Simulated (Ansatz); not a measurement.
# Which is lower?

The two ends of one reaction step of CH₅S₂, doublet (PBE0-D4/def2-TZVP).

A:

```
8
angstrom
H -1.2146 0.0337 -1.3185
S -0.9588 0.5497 -0.1074
C 0.8192 0.7540 -0.2993
S -0.7680 -2.0904 0.7762
H 1.1831 1.1447 0.6504
H 1.2912 -0.2083 -0.4876
H 1.0431 1.4674 -1.0914
H -1.3952 -1.6507 1.8778
```

B:

H1  (-1.419, -0.889, 0.003)
S2  (-0.731, 1.630, -0.122)
C3  (0.924, 1.002, -0.313)
S4  (-1.180, -2.211, 0.145)
H5  (1.655, 1.649, 0.173)
H6  (1.008, -0.029, 0.035)
H7  (1.135, 1.013, -1.390)
H8  (-1.392, -2.166, 1.468)
(Å)

Program: Ansatz 0.2.0. Basis: def2-TZVPP. Cores are frozen in the correlated methods; orbitals are unrestricted. B3LYP uses VWN-RPA correlation.

Problem. Which structure is lower at CCSD(T), and by how much? (An estimate is asked for; the value comes from the calculation.)

Solution. The calculation gives: B, by 0.111 eV (electronic energy, against the other). By their contacts, A is a complex of CH₄S ([CH3][SH]) + HS and B is a complex of CH₃S ([CH3][S]) + H₂S.

Problem. Do the other methods give the same order? (A judgement: the text doesn't fix the answer.)

Solution. The calculation gives: Not all: SPW92, PBE-D4, BLYP-D4, r2SCAN-D4, B97M-V, PBE0-D4, B3LYP-D4, r2SCAN0-D4 give the other order.

```
      method  E(B) − E(A) (eV)
       SPW92             0.275
      PBE-D4             0.139
     BLYP-D4             0.121
   r2SCAN-D4             0.081
      B97M-V             0.012
     PBE0-D4             0.043
    B3LYP-D4             0.045
  r2SCAN0-D4             0.008
    BHLYP-D4            -0.058
CAM-B3LYP-D4            -0.038
     wB97X-V            -0.042
     wB97M-V            -0.027
      B2PLYP            -0.043
    PBE-QIDH            -0.049
  RPA on PBE            -0.096
          HF            -0.339
         MP2            -0.095
        CCSD            -0.150
     CCSD(T)            -0.111
```

No T1 diagnostic of these runs exceeds 0.016. ⟨S²⟩ of the unrestricted Hartree–Fock references: 0.76 to 0.77 (a pure state has 0.75).

Labels in which every atom is bracketed show which atoms are joined, not bond orders.

For scale, one of the runs: CCSD(T)/def2-TZVPP, 185 basis functions, launched by `ansatz run in.yaml --threads 4 --pin off --events-out ev --progress --plain --max-ram 9574MiB`. Hardware: 4 CPU threads of an Arm Neoverse V1, shared host. Wall time 95 s; peak host memory 4.4 GiB.
